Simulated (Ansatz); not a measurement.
Anti-La2O3-type Mg₃Sb₂ was calculated with PBE (PAW; Ansatz, a quantum-chemistry and plane-wave program).

Numerical settings: plane-wave cutoff 520 eV, 12×12×6 k mesh (along the axes of the cell as run), Fermi–Dirac smearing 0.01 eV, scalar-relativistic PAW data made under PBE.

Starting structure:

```
Mg3Sb2
1.0
    4.56000     0.00000     0.00000
   -2.28000     3.94908     0.00000
    0.00000     0.00000     7.23000
Mg Sb
3 2
Direct
  0.00000   0.00000   0.00000
  0.33333   0.66667   0.63400
  0.66667   0.33333   0.36600
  0.33333   0.66667   0.22800
  0.66667   0.33333   0.77200
```

Q: Into what structure does the relaxation of cell and atoms lead at this level, with the symmetry of the start kept?

A: The volume grows by 2.2 %; final space group P-3m1.
```
Mg3Sb2
1.0
    4.59531     0.00000     0.00000
   -2.29766     3.97966     0.00000
    0.00000     0.00000     7.27347
Mg Sb
3 2
Cartesian
  0.00000   0.00000   0.00000
  0.00000   2.65311   4.59829
  2.29766   1.32655   2.67518
  0.00000   2.65311   1.64208
  2.29766   1.32655   5.63139
```
